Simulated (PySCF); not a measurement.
Species: methoxyacetic acid, C3H6O3.
SMILES with atom numbers: `[CH3:1][O:2][CH2:3][C:4](=[O:5])[OH:6]` (hydrogens: H7, H8, H9 on C1; H10, H11 on C3; H12 on O6)

Method used: TDDFT wB97X-D/def2-SVPD, vertical, gas phase, core orbitals frozen in the response (PySCF 2.14.0, density-fitted response routines). The structure is a single GFN2-xTB conformer in the gas phase; no vibrational or solvent corrections. Torsions of this conformer, `[CH3:1][O:2][CH2:3][C:4](=[O:5])[OH:6]`: C1–O2–C3–C4 -70°, O2–C3–C4–O5 5°, H–O6–C4–C3 180°.

| state | λ (nm) | E (eV) | f | main configurations (H = HOMO, L = LUMO) |
| --- | --- | --- | --- | --- |
| S1 | 212.5 | 5.83 | 0.0009 | H→L (60%), H-1→L (32%) |
| S2 | 172.3 | 7.20 | 0.0062 | H-1→L (57%), H→L (36%) |
| S3 | 165.0 | 7.51 | 0.031 | H→L+1 (60%), H→L+2 (26%) |
| S4 | 156.7 | 7.91 | 0.037 | H→L+2 (41%), H-1→L+1 (25%), H→L+1 (13%) |
| S5 | 144.4 | 8.59 | 0.012 | H-2→L (60%), H→L+3 (14%) |
| S6 | 143.8 | 8.62 | 0.034 | H→L+3 (28%), H-2→L (23%), H→L+4 (13%) |
| S7 | 142.3 | 8.71 | 0.038 | H-3→L (38%), H→L+3 (17%), H→L+2 (8%) |
| S8 | 141.6 | 8.75 | 0.068 | H-1→L+1 (26%), H-3→L (22%), H-1→L+2 (12%) |

Triplets (Tamm–Dancoff): T1 5.36 eV, H→L (57%), H-1→L (34%); T2 6.40 eV, H-3→L (63%), H-2→L (20%); T3 7.01 eV, H-1→L (50%), H→L (36%).

The lowest singlet comes at 213 nm (563 kJ/mol) in the ultraviolet; it is very weak; its leading configuration is HOMO→LUMO (60%). The most intense listed level is S8 at 8.75 eV (142 nm, f = 0.068), 2.92 eV above S1. It is the last of those listed, so stronger ones may follow. Löwdin shares by element: HOMO oxygen 59% or more, carbon 18% or more (atoms not listed hold the other 23%); LUMO carbon 47% or more, oxygen 41% or more. The listed states span 2.92 eV, and the widest gap between neighbours is 1.36 eV (S1 to S2). Weighted by f, the mean energy of these states is 8.36 eV. The oscillator strengths of these states sum to 0.227; summed over the whole spectrum of an exact calculation they would give the number of electrons, 48 (Thomas–Reiche–Kuhn). No computed singlet lies in the visible range (380 to 750 nm); the lowest, at 213 nm, stands 2.57 eV above its violet end (3.26 eV). Only the lowest 8 singlets were computed, as vertical energies without vibronic structure.

On an Arm Neoverse V1 with one thread, shared host, this took 27 s.
